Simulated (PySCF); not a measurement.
N$_{2}$, charge -1, doublet, geometry from GFN2-xTB of the parent state (a state made from the parent by changing its charge; the spin is typed, not shown lowest) (in this run its highest filled SCF level lies above zero, so its values depend strongly on the basis, on diffuse functions most of all); PySCF with R2SCAN/def2-SVP.

PySCF was given this input:
```python
from pyscf import gto, scf, dft

mol = gto.Mole()
mol.atom = '''
    N    -0.00000000   -0.00000000   -0.54911021
    N     0.00000000    0.00000000    0.54911021
'''
mol.basis = 'def2-svp'
mol.charge = -1
mol.spin = 1
mol.verbose = 4
mol.build()

mf = dft.UKS(mol)
mf.xc = 'r2scan'
mf.kernel()
mf.analyze()
```

What the program printed (banner, timings and long lists left out):

```
PySCF version 2.14.0

[INPUT] verbose = 4
[INPUT] num. atoms = 2
[INPUT] num. electrons = 15
[INPUT] charge = -1
[INPUT] spin (= nelec alpha-beta = 2S) = 1
[INPUT] symmetry False subgroup None
[INPUT] Mole.unit = angstrom
[INPUT] Symbol           X                Y                Z      unit          X                Y                Z       unit  Magmom
[...]
nuclear repulsion = 23.6106366835539
number of shells = 12
number of NR pGTOs = 48
number of NR cGTOs = 28
basis = def2-svp
ecp = {}

******** <class 'pyscf.dft.uks.UKS'> ********
method = UKS
initial guess = minao
damping factor = 0
level_shift factor = 0
DIIS = <class 'pyscf.scf.diis.CDIIS'>
diis_start_cycle = 1
diis_space = 8
diis_damp = 0
SCF conv_tol = 1e-09
SCF conv_tol_grad = None
SCF max_cycles = 50
direct_scf = True
direct_scf_tol = 1e-13
number electrons alpha = 8  beta = 7
XC library pyscf.dft.libxc version 7.1.2
    S. Lehtola, C. Steigemann, M. J. T. Oliveira, and M. A. L. Marques,  SoftwareX 7, 1–5 (2018)
XC functionals = r2scan
    J. W. Furness, A. D. Kaplan, J. Ning, J. P. Perdew, and J. Sun,  J. Phys. Chem. Lett. 11, 8208–8215 (2020)
    J. W. Furness, A. D. Kaplan, J. Ning, J. P. Perdew, and J. Sun,  J. Phys. Chem. Lett. 11, 9248–9248 (2020)
    J. W. Furness, A. D. Kaplan, J. Ning, J. P. Perdew, and J. Sun,  J. Phys. Chem. Lett. 11, 8208–8215 (2020)
    J. W. Furness, A. D. Kaplan, J. Ning, J. P. Perdew, and J. Sun,  J. Phys. Chem. Lett. 11, 9248–9248 (2020)
radial grids:
    Treutler-Ahlrichs [JCP 102, 346 (1995); DOI:10.1063/1.469408] (M4) radial grids

becke partition: Becke, JCP 88, 2547 (1988); DOI:10.1063/1.454033
pruning grids: <function nwchem_prune>
grids dens level: 3
symmetrized grids: False
atomic radii adjust function: <function treutler_atomic_radii_adjust>
small_rho_cutoff = 0
Set gradient conv threshold to 3.16228e-05
tot grids = 27808
init E= -109.519500828956

cycle= 1 E= -109.215471939167  delta_E= 0.304  |g|= 0.291  |ddm|= 1.48
cycle= 2 E= -109.225302786919  delta_E= -0.00983  |g|= 0.27  |ddm|=  0.7
cycle= 3 E= -109.260818548597  delta_E= -0.0355  |g|= 0.00955  |ddm|= 0.31
cycle= 4 E= -109.260860976131  delta_E= -4.24e-05  |g|= 0.00263  |ddm|= 0.0207
cycle= 5 E= -109.260864921938  delta_E= -3.95e-06  |g|= 0.000389  |ddm|= 0.00496
cycle= 6 E= -109.260865104835  delta_E= -1.83e-07  |g|= 3.87e-05  |ddm|= 0.00116
cycle= 7 E= -109.260865107356  delta_E= -2.52e-09  |g|= 1.13e-05  |ddm|= 0.000252
cycle= 8 E= -109.260865108206  delta_E= -8.5e-10  |g|= 1.08e-05  |ddm|= 0.000213
Extra cycle  E= -109.260865108929  delta_E= -7.23e-10  |g|= 1.07e-05  |ddm|= 0.000184
converged SCF energy = -109.260865108929  <S^2> = 0.75232531  2S+1 = 2.002324
**** SCF Summaries ****
Total Energy =                        -109.260865108928897
Nuclear Repulsion Energy =              23.610636683553931
One-electron Energy =                 -199.895438699592802
Two-electron Energy =                   67.023936907109956
Two-electron Coulomb Energy =           81.054552556465239
DFT Exchange-Correlation Energy =      -14.030615649355289
**** MO energy ****
                             alpha | beta                alpha | beta
[...]
To work with the spin densities directly, `use mulliken_meta_spin()` only printing them here.

 ** Mulliken spin pop alpha/beta on meta-lowdin orthogonal AOs **
 ** Mulliken Spin Density (per AO)  **
spin_pop of  0 N 1s       -0.00001
spin_pop of  0 N 2s        0.00811
spin_pop of  0 N 3s       -0.00036
spin_pop of  0 N 2px       0.40563
spin_pop of  0 N 2py       0.07538
spin_pop of  0 N 2pz      -0.00736
spin_pop of  0 N 3px       0.01618
spin_pop of  0 N 3py       0.00294
spin_pop of  0 N 3pz      -0.00027
spin_pop of  0 N 3dxy     -0.00004
spin_pop of  0 N 3dyz     -0.00010
spin_pop of  0 N 3dz^2    -0.00002
spin_pop of  0 N 3dxz     -0.00003
spin_pop of  0 N 3dx2-y2   -0.00004
spin_pop of  1 N 1s       -0.00001
spin_pop of  1 N 2s        0.00811
spin_pop of  1 N 3s       -0.00036
spin_pop of  1 N 2px       0.40563
spin_pop of  1 N 2py       0.07538
spin_pop of  1 N 2pz      -0.00736
spin_pop of  1 N 3px       0.01618
spin_pop of  1 N 3py       0.00294
spin_pop of  1 N 3pz      -0.00027
spin_pop of  1 N 3dxy     -0.00004
spin_pop of  1 N 3dyz     -0.00010
spin_pop of  1 N 3dz^2    -0.00002
spin_pop of  1 N 3dxz     -0.00003
spin_pop of  1 N 3dx2-y2   -0.00004
 ** Mulliken Spin Density (per atom)  **
spin density of  0 N =      0.50000
spin density of  1 N =      0.50000
 ** Mulliken pop alpha/beta on meta-lowdin orthogonal AOs **
 ** Mulliken pop       alpha | beta **
[...]
In total             8.00000 | 7.00000
 ** Mulliken atomic charges   ( Nelec_alpha | Nelec_beta ) **
charge of  0N =     -0.50000  (     4.00000      3.50000 )
charge of  1N =     -0.50000  (     4.00000      3.50000 )

WARN: System has nonzero charge -1; the dipole moment is origin-dependent.
Location of origin: [0. 0. 0.]

Dipole moment(X, Y, Z, Debye):  0.00000,  0.00000,  0.00000
```
